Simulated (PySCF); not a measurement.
**C2H2F2O (SMILES F[C@@H]1O[C@@H]1F): a chain of runs**

Wanted: a saddle-point search (HF/SBKJC), then the harmonic vibrations, then the intrinsic reaction coordinate (HF/SBKJC), then a single-point energy (HF/SBKJC), then the energy (CCSD(T)/STO-3G), then the energy of C2H2F2O. 

The calculation is run with PySCF 2.14.0.

### 1 The molecule

C2H2F2O: 7 atoms, total charge 0, spin state singlet. As SMILES, `F[C@@H]1O[C@@H]1F`. The run starts from this shape.

Bond lengths: F1–C2 1.345 Å, C2–O3 1.379 Å, C2–C4 1.465 Å, O3–C4 1.380 Å, C4–F5 1.344 Å, C4–H7 1.086 Å. Angles: F1–C2–O3 116.6°, F1–C2–C4 119.0°, O3–C2–C4 58.0°, C2–O3–C4 64.1°, C2–C4–O3 57.9°, C2–C4–F5 119.1°, O3–C4–F5 116.7°, C2–C4–H7 123.6°, O3–C4–H7 118.4°, F5–C4–H7 111.2°. A long bond or contact: C2–H6 1.303 Å.

### 2 A saddle-point search at HF/SBKJC (density fitting with cc-pvdz-jkfit, core potential) (run 1)

Contents of job.py:

```python
from pyscf import gto
from pyscf.geomopt.geometric_solver import kernel as optimise

mol = gto.M(
    atom='''
F      0.848300     0.370010    -1.512630
C      0.570650    -0.282170    -0.370080
O     -0.657400    -0.904930    -0.297410
C     -0.504360     0.217310     0.490200
F     -1.184970     1.314000     0.117140
H      1.760861    -0.328631    -0.898515
H     -0.514700     0.096710     1.569360
''',
    verbose=3,
    basis='sbkjc',
    max_memory=1860,
    ecp={'F': 'sbkjc', 'C': 'sbkjc', 'O': 'sbkjc'},
)

calc0 = mol.RHF()
calc0 = calc0.density_fit(auxbasis='cc-pvdz-jkfit')
converged, mol_eq = optimise(calc0, maxsteps=60, transition=True, hessian=True)
print('converged:', converged)
print(mol_eq.tostring())

calc0.reset(mol_eq)
mol = mol_eq
calc0.kernel()
etot = calc0.e_tot
print('E(%s) = %.9f' % ('HF', etot))
```

On the command line:

```
$ OMP_NUM_THREADS=1 python job.py
```

Standard output:

```text
converged SCF energy = -75.1877652417449

[... 70 lines left out ...]
converged SCF energy = -75.1877652417593
[... 45 lines left out ...]
converged SCF energy = -75.1861039827107
[... 181 lines left out ...]
converged SCF energy = -75.2072605866209
[... 181 lines left out ...]
converged SCF energy = -75.220691443019
[... 184 lines left out ...]
converged SCF energy = -75.2208617221473
[... 171 lines left out ...]
Converged! =D
[... 1 line left out ...]
converged: True
F           1.17843815        0.57203374       -1.86729398
C           0.56145136       -0.41494658       -0.21449246
O          -0.62512592       -1.00561670       -0.21856824
C          -0.49902484        0.22979450        0.58521657
F          -1.16847141        1.30369293        0.10003245
H           1.47672708       -0.30674716       -0.93104601
H          -0.60561618        0.10408979        1.64421600
converged SCF energy = -75.2208662473599
E(HF) = -75.220866247
```

Run time: 2.1 min. Hardware: 1 thread of Intel Xeon at 2.50GHz (Skylake/Cascade Lake), shared host; peak memory 0.26 GiB.

Step by step:

```tsv
step	energy from the first frame kept (eV)	largest force (eV/Å)
0	0.0000	10.0828
2	0.1078	8.7685
4	0.2000	6.1080
6	-0.0918	3.5142
8	-0.5305	2.3329
10	-0.7718	1.4836
12	-0.8757	0.9165
14	-0.8934	0.2583
16	-0.8975	0.1602
18	-0.9009	0.1631
20	-0.9008	0.1106
22	-0.9006	0.0840
24	-0.9005	0.0346
26	-0.9007	0.0398
28	-0.9007	0.0037
```

After the run. Bond lengths: C2–O3 1.325 Å, C2–C4 1.476 Å, O3–C4 1.479 Å, C4–F5 1.355 Å, C2–H6 1.167 Å, C4–H7 1.072 Å. Angles: C2–O3–C4 63.2°, O3–C2–C4 63.5°, C2–C4–O3 53.3°, C2–C4–F5 120.5°, O3–C4–F5 115.2°, O3–C2–H6 137.8°, C4–C2–H6 148.8°, C2–C4–H7 123.7°, O3–C4–H7 115.5°, F5–C4–H7 113.4°. A long bond or contact: F1–C2 2.022 Å.

### 3 Vibrational wavenumbers at HF/SBKJC (density fitting with cc-pvdz-jkfit, core potential) (run 2)

Contents of job.py:

```python
import numpy
from pyscf import gto, scf, symm
from pyscf.hessian import thermo

molecule = gto.M(
    atom='''
F    1.280701   0.358143  -1.468703
C    0.663714  -0.628838   0.184099
O   -0.522863  -1.219508   0.180023
C   -0.396762   0.015903   0.983808
F   -1.066208   1.089802   0.498623
H    1.578990  -0.520638  -0.532455
H   -0.503353  -0.109801   2.042807
''',
    charge=0,
    ecp={'F': 'sbkjc', 'C': 'sbkjc', 'O': 'sbkjc'},
    basis='sbkjc',
    max_memory=1860,
    verbose=4,
)

hf = scf.RHF(molecule)
hf = hf.density_fit(auxbasis='cc-pvdz-jkfit')
hf.kernel()

etot = hf.e_tot
print(f'total energy: {etot:.8f} hartree')
hess = hf.Hessian().kernel()
modes = thermo.harmonic_analysis(molecule, hess)
print('frequencies (1/cm)', numpy.round(modes['freq_wavenumber'], 1))
symm.geom.TOLERANCE = 1e-3  # for the symmetry number
th = thermo.thermo(hf, modes['freq_au'], 298.15, 101325)
thermo.dump_thermo(molecule, th)
```

On the command line:

```
$ OMP_NUM_THREADS=1 python job.py
```

Standard output:

```text
PySCF version 2.14.0

[... 68 lines left out ...]
converged SCF energy = -75.2208662472247
total energy: -75.22086625 hartree
[... 18 lines left out ...]
Gibbs free energy [Eh] -75.21155
```

It took 29 s on 1 thread of Intel Xeon at 2.50GHz (Skylake/Cascade Lake), shared host; peak memory 0.25 GiB.

### 4 The intrinsic reaction coordinate at HF/SBKJC (density fitting with cc-pvdz-jkfit, core potential, path step 0.1 bohr*amu^0.5) (run 3)

Contents of job.py:

```python
import numpy
from pyscf import gto
from pyscf.hessian import thermo

mol = gto.M(
    atom='''
F        1.178438       0.572034      -1.867294
C        0.561451      -0.414947      -0.214492
O       -0.625126      -1.005617      -0.218568
C       -0.499025       0.229794       0.585217
F       -1.168471       1.303693       0.100032
H        1.476727      -0.306747      -0.931046
H       -0.605616       0.104090       1.644216
''',
    verbose=0,
    max_memory=1860,
    ecp={'F': 'sbkjc', 'C': 'sbkjc', 'O': 'sbkjc'},
    basis='sbkjc',
)

calc0 = mol.RHF()
calc0 = calc0.density_fit(auxbasis='cc-pvdz-jkfit')
calc0.kernel()
modes = thermo.harmonic_analysis(mol, calc0.Hessian().kernel())
print('lowest modes (1/cm)', numpy.round(modes['freq_wavenumber'][:3], 1))
w = numpy.sqrt(mol.atom_mass_list(isotope_avg=True))[:, None]
mode = modes['norm_mode'][0] * w
mode /= numpy.linalg.norm(mode)
scanner = calc0.nuc_grad_method().as_scanner()
x_ts, e_ts, ds = mol.atom_coords() * w, calc0.e_tot, 0.1  # mass-weighted, bohr amu^1/2
path = []
for sign in (1, -1):
    x, e_old = x_ts + sign * ds * mode, e_ts
    for k in range(1, 21):
        e, g = scanner(mol.set_geom_(x / w, unit='bohr', inplace=False))
        if e > e_old:
            break
        path.append((sign * k * ds, e, x / w, g))
        d1 = -g / w / numpy.linalg.norm(g / w)
        g2 = scanner(mol.set_geom_((x + 0.5 * ds * d1) / w, unit='bohr', inplace=False))[1] / w  # midpoint rule
        x, e_old = x - ds * g2 / numpy.linalg.norm(g2), e
path.sort(key=lambda p: p[0])
print('s (bohr amu^1/2)   E - E(TS) (kcal/mol)')
for s, e, x, g in path:
    print('%7.2f %10.3f' % (s, (e - e_ts) * 627.5095))
for s, e, x, g in (path[0], path[-1]):
    print('end at s = %.2f' % s)
    print(mol.set_geom_(x, unit='bohr', inplace=False).tostring())
```

On the command line:

```
$ OMP_NUM_THREADS=1 python job.py
```

Standard output:

```text
lowest modes (1/cm) [  0. +1595.5j 138.2   +0.j  217.2   +0.j ]
s (bohr amu^1/2)   E - E(TS) (kcal/mol)
  -1.70    -23.686
  -1.60    -22.501
  -1.50    -21.882
  -1.40    -20.860
  -1.30    -19.983
  -1.20    -19.023
  -1.10    -17.879
  -1.00    -16.618
  -0.90    -15.244
  -0.80    -13.736
  -0.70    -12.003
  -0.60     -9.887
  -0.50     -7.446
  -0.40     -4.998
  -0.30     -2.866
  -0.20     -1.270
  -0.10     -0.311
   0.10     -0.291
   0.20     -1.108
   0.30     -2.367
   0.40     -3.989
   0.50     -5.898
   0.60     -8.030
   0.70    -10.327
   0.80    -12.743
   0.90    -15.234
   1.00    -17.767
   1.10    -20.314
   1.20    -22.853
   1.30    -25.367
   1.40    -27.843
   1.50    -30.274
   1.60    -32.657
   1.70    -34.991
   1.80    -37.278
   1.90    -39.521
   2.00    -41.724
end at s = -1.70
F           1.20072852        0.60012519       -1.91556204
C           0.57779482       -0.48498348       -0.12602866
O          -0.65159671       -1.00047035       -0.20327597
C          -0.52762913        0.21621154        0.60275812
F          -1.16844619        1.30956956        0.09409754
H           1.70721697       -0.02866564       -1.42608623
H          -0.69046321        0.10048569        1.65501428
end at s = 2.00
F           1.13113795        0.54691800       -1.80925448
C           0.59629395       -0.33575756       -0.32484890
O          -0.62025443       -0.99971073       -0.22816538
C          -0.47605277        0.22412680        0.56117380
F          -1.16978200        1.30230651        0.10194414
H           1.56597579       -0.78468075       -0.29026313
H          -0.54489066        0.11172121        1.62728462
```

Run time: 3.6 min. Hardware: 1 thread of Intel Xeon at 2.50GHz (Skylake/Cascade Lake), shared host; peak memory 0.25 GiB.

The path in brief:

```tsv
step	energy from the first frame kept (eV)	largest force (eV/Å)
0	0.0000	1.2499
2	0.0782	1.4426
4	0.1605	1.6704
6	0.2518	1.9368
8	0.3661	2.1968
10	0.5066	2.3856
12	0.7042	2.0862
14	0.9028	1.4886
16	1.0136	0.4961
18	0.9791	0.8855
20	0.8541	1.7021
22	0.6789	2.4096
24	0.4745	2.9849
26	0.2566	3.4157
28	0.0361	3.7007
30	-0.1803	3.8521
32	-0.3890	4.1900
34	-0.5894	4.5291
36	-0.7822	4.8015
```

### 5 The energy at HF/SBKJC (density fitting with cc-pvdz-jkfit, core potential) (run 4)

Contents of calc.py:

```python
from pyscf import gto, scf

mol = gto.M(
    atom='''
F    0.848300   0.370010  -1.512630
C    0.570650  -0.282170  -0.370080
O   -0.657400  -0.904930  -0.297410
C   -0.504360   0.217310   0.490200
F   -1.184970   1.314000   0.117140
H    1.442470  -0.810940   0.003420
H   -0.514700   0.096710   1.569360
''',
    verbose=4,
    ecp={'F': 'sbkjc', 'C': 'sbkjc', 'O': 'sbkjc'},
    basis='sbkjc',
    max_memory=1860,
)

hf = scf.RHF(mol)
hf = hf.density_fit(auxbasis='cc-pvdz-jkfit')
hf.kernel()

e_final = hf.e_tot
print('E = %.10f Eh' % e_final)
```

On the command line:

```
$ OMP_NUM_THREADS=1 python calc.py
```

Standard output:

```text
PySCF version 2.14.0

[... 62 lines left out ...]
converged SCF energy = -75.3511825475186
E = -75.3511825475 Eh
```

Run time: 2 s. Hardware: 1 thread of Intel Xeon at 2.50GHz (Skylake/Cascade Lake), shared host; peak memory 0.13 GiB.

### 6 A single-point energy at CCSD(T)/STO-3G (run 5)

Contents of input.py:

```python
from pyscf import gto, scf, cc

mol = gto.M(
    atom=[
    ('F', (1.178438, 0.572034, -1.867294)),
    ('C', (0.561451, -0.414947, -0.214492)),
    ('O', (-0.625126, -1.005617, -0.218568)),
    ('C', (-0.499025, 0.229794, 0.585217)),
    ('F', (-1.168471, 1.303693, 0.100032)),
    ('H', (1.476727, -0.306747, -0.931046)),
    ('H', (-0.605616, 0.104090, 1.644216)),
],
    cart=True,
    verbose=4,
    basis='sto-3g',
    max_memory=1860,
)

hf = scf.RHF(mol)
hf.kernel()

mycc = cc.CCSD(hf, frozen=5)
mycc.kernel()
e_t = mycc.ccsd_t()
energy = mycc.e_tot + e_t
print('Final energy', energy)
dip = hf.dip_moment()
pop, q = hf.mulliken_pop()
```

On the command line:

```
$ OMP_NUM_THREADS=1 python input.py
```

Standard output:

```text
PySCF version 2.14.0

[... 68 lines left out ...]
converged SCF energy = -345.590972572145
[... 12 lines left out ...]
Init t2, MP2 energy = -345.831331902842  E_corr(MP2) -0.240359330696488
[... 17 lines left out ...]
CCSD converged
[... 2 lines left out ...]
Final energy -345.904882955059
Dipole moment(X, Y, Z, Debye): -0.16915, -0.66512,  2.40863
[... 35 lines left out ...]
charge of    6H =      0.10852
```

Wall time 4.5 s (1 thread of Intel Xeon at 2.50GHz (Skylake/Cascade Lake), shared host); peak memory 0.13 GiB.

### 7 The energy at CCSD(T)/STO-3G (run 6)

Contents of input.py:

```python
# F[C@@H]1O[C@@H]1F
from pyscf import gto, scf, cc

mol = gto.M(
    atom=[
    ('F', (0.848300, 0.370010, -1.512630)),
    ('C', (0.570650, -0.282170, -0.370080)),
    ('O', (-0.657400, -0.904930, -0.297410)),
    ('C', (-0.504360, 0.217310, 0.490200)),
    ('F', (-1.184970, 1.314000, 0.117140)),
    ('H', (1.442470, -0.810940, 0.003420)),
    ('H', (-0.514700, 0.096710, 1.569360)),
],
    basis='sto-3g',
    verbose=4,
    max_memory=1860,
    cart=True,
)

hf = scf.RHF(mol)
hf.kernel()

mycc = cc.CCSD(hf, frozen=5)
mycc.kernel()
e_t = mycc.ccsd_t()
energy = mycc.e_tot + e_t
print('Final energy', energy)
dip = hf.dip_moment()
pop, q = hf.mulliken_pop()
```

On the command line:

```
$ OMP_NUM_THREADS=1 python input.py
```

Standard output:

```text
PySCF version 2.14.0

[... 60 lines left out ...]
converged SCF energy = -345.835493625222
[... 12 lines left out ...]
Init t2, MP2 energy = -346.007947477121  E_corr(MP2) -0.172453851899406
[... 11 lines left out ...]
CCSD converged
[... 2 lines left out ...]
Final energy -346.0567895070057
Dipole moment(X, Y, Z, Debye):  1.13684, -0.27975,  1.58271
[... 35 lines left out ...]
charge of    6H =      0.08529
```

Run time: 3.9 s. Hardware: 1 thread of Intel Xeon at 2.50GHz (Skylake/Cascade Lake), shared host; peak memory 0.13 GiB.

### 8 Outcome

| quantity | value |
| --- | --- |
| run 1, HF/SBKJC: total energy at the end | -75.22087 Eh |
| run 1, HF/SBKJC: dipole moment | 6.64 D |
| run 1, HF/SBKJC: HOMO energy | -12.54 eV |
| run 1, HF/SBKJC: LUMO energy | 0.65 eV |
| run 1, HF/SBKJC: HOMO–LUMO gap | 13.19 eV |
| run 2, HF/SBKJC: lowest harmonic wavenumber | 1595i cm⁻¹ (imaginary) |
| run 2, HF/SBKJC: highest harmonic wavenumber | 3490 cm⁻¹ |
| run 3, HF/SBKJC: energy at the saddle point | -75.22087 Eh |
| run 4, HF/SBKJC: total energy | -75.35118 Eh |
| run 4, HF/SBKJC: dipole moment | 4.07 D |
| run 4, HF/SBKJC: HOMO energy | -13.12 eV |
| run 4, HF/SBKJC: LUMO energy | 5.72 eV |
| run 4, HF/SBKJC: HOMO–LUMO gap | 18.84 eV |
| run 5, CCSD(T)/STO-3G: total energy | -345.90488 Eh |
| run 5, CCSD(T)/STO-3G: dipole moment (Hartree–Fock density) | 2.50 D |
| run 5, CCSD(T)/STO-3G: HOMO energy (Hartree–Fock orbitals) | -6.66 eV |
| run 5, CCSD(T)/STO-3G: LUMO energy (Hartree–Fock orbitals) | 5.35 eV |
| run 5, CCSD(T)/STO-3G: HOMO–LUMO gap (Hartree–Fock orbitals) | 12.01 eV |
| run 5, CCSD(T)/STO-3G: correlation energy (5 core orbitals frozen) | -313.9 mEh |
| run 5, CCSD(T)/STO-3G: (T) correction | -19.35 mEh |
| run 5, CCSD(T)/STO-3G: T1 diagnostic | 0.029 |
| run 6, CCSD(T)/STO-3G: total energy | -346.05679 Eh |
| run 6, CCSD(T)/STO-3G: dipole moment (Hartree–Fock density) | 1.97 D |
| run 6, CCSD(T)/STO-3G: HOMO energy (Hartree–Fock orbitals) | -9.62 eV |
| run 6, CCSD(T)/STO-3G: LUMO energy (Hartree–Fock orbitals) | 12.20 eV |
| run 6, CCSD(T)/STO-3G: HOMO–LUMO gap (Hartree–Fock orbitals) | 21.82 eV |

Mulliken charges (run 1, HF/SBKJC) run from -0.65 on F1 to +0.41 on H6. 1 mode is imaginary (lowest 1595i cm⁻¹): a first-order saddle point. Mulliken charges (run 2, HF/SBKJC) run from -0.65 on F1 to +0.41 on H6; they depend strongly on the basis. Mulliken charges (run 4, HF/SBKJC) run from -0.24 on F1 to +0.18 on H6. The T1 diagnostic (run 5, CCSD(T)/STO-3G) of 0.029 is above the customary mark for such species, so a single reference may not serve. The triples (run 5, CCSD(T)/STO-3G) make up 6.2 % of the correlation energy.
